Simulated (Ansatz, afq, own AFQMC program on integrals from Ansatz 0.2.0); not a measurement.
AFQMC on a folder of integrals that Ansatz 0.2.0 wrote.

```yaml
crystal:
  periodic: [false, false, false]
  atoms:
    - {symbol: Hf, position_ang: [0.000000, 0.000000, 0.000000]}
    - {symbol: S, position_ang: [0.000000, 0.000000, 2.163711]}
basis:
  gaussian: {orbitals: def2-SVP}
total_charge: 1
magnetization: {spin_polarized: true, initial_magnetization: 1}
correlation: {method: ccsd_t, electrons: outside_noble_gas, hamiltonian_folder: ham}
```

```sh
$ ansatz run in.yaml --threads 1 --pin off --events-out ev --progress --plain --max-ram 24576MiB --backend cuda --devices 0, --max-vram 18GiB
```

afq runs on the folder ham with

```
--method phaseless --trial cisd --walkers 4000 --populations 20 --least-time 60 --time-step 0.005 --steps-per-block 50 --equilibration-blocks 40 --max-blocks 4000 --target-error 0.00018 --factor-cut 1e-05 --start spin_pure --seed 8947 --release-times 0.24,0.6,1.2,2,3,4.2 --release-step 0.04 --release-every 3 --taylor-order 6
```

Times are imaginary, in 1/Eh. The walk had a cap of 179 s. With eight or more populations the least sampling time is a fifth of least-time, and the error comes from their spread. Core potentials past Kr, no spin–orbit coupling.

Log:

```
orbitals 41  electrons 5 4  factors 338 of 482
reference energy -444.60195150 Eh
CCSD correlation -0.20268795 Eh in 13 cycles, weight of the determinant in the CISD state 0.8578
energy of the start -444.801869 Eh
 block  time / (1/Eh)  mean weight  energy / Eh
     1     0.250  1.0000  -444.801809
     2     0.500  0.9998  -444.805102
     3     0.750  1.0002  -444.808583
     4     1.000  1.0002  -444.811711
     5     1.250  1.0001  -444.814031
    10     2.500  1.0001  -444.818216
    31     7.750  0.9998  -444.821578
    46    11.500  0.9999  -444.822527
    56    14.000  0.9999  -444.820276
    81    20.250  1.0000  -444.821538
   106    26.500  0.9999  -444.819661
   131    32.750  1.0000  -444.820520
   156    39.000  1.0000  -444.817963
   181    45.250  0.9999  -444.818864
   201    50.250  0.9999  -444.817303
   206    51.500  1.0002  -444.818861
   231    57.750  0.9997  -444.818086
   236    59.000  1.0000  -444.820018
error from the spread of 20 populations
released: time / (1/Eh)  energy / Eh  error  mean overlap
  0.24  -444.819794  0.000128  0.9994
  0.60  -444.820427  0.000132  0.9986
  1.20  -444.820861  0.000120  0.9982
  2.00  -444.820934  0.000146  0.9960
  3.00  -444.755835  0.065330  0.9978
  4.20  -444.820698  0.000261  1.0024
energy -444.819427 +/- 0.000170 Eh
(rows thinned)
```

The run passed its tests (sampling time, drift between the halves within three errors, error under three times the target), which doesn't prove that it has relaxed, ending at its cap on processor time. The second half of the sampling lies above the first by 2.3 errors of their difference, so the energy may still be moving and its error bar be too small.

Against this walk (error 4.6 meV) on the same determinant: CCSD(T) 17.2 meV lower, CCSDT(Q) 65.6 meV lower. The error is statistical and leaves out the bias of the constraint. The released energies have errors that jump between times, so the bars are unsure (meV from the phaseless value at times in 1/Eh: -27 ± 4 at 0.60, -39 ± 3 at 1.20, -41 ± 4 at 2.00, 1730 ± 1778 at 3.00, -35 ± 7 at 4.20), so they give no level; they do show a bias of the constraint, and the last of them that isn't too noisy lies 31 meV above CCSDT(Q). CCSDT(Q) is the surest value here, so the walk's 66 meV above it is most likely the bias of the constraint with this trial, which can have either sign.

Cautions: constraint bias not in the error; no spin-orbit coupling; outer-core shells of the metal frozen; higher spins were not checked; raised T1 diagnostic (T1 0.044, weight of the determinant 0.86, largest double 0.06); (T) is large, 8 % of the CCSD correlation; unrestricted determinant slightly spin contaminated (⟨S²⟩ 0.82 against 0.75).

The walk took 3 min on 1 × NVIDIA H100 80GB HBM3 with 2 threads of AMD EPYC 7R13 Processor (Zen 3), on a shared host (the card was shared). The log's last line is the phaseless energy.

CCSDT and higher add their correlation energy to the determinant of the CCSD(T) run, since their own runs factorise the integrals more tightly (a shift of under 2 meV). A walk keeps the symmetry of its determinant, which the program's search chose and which needn't be the lowest solution, so a lower state of the same spin and another symmetry isn't excluded.
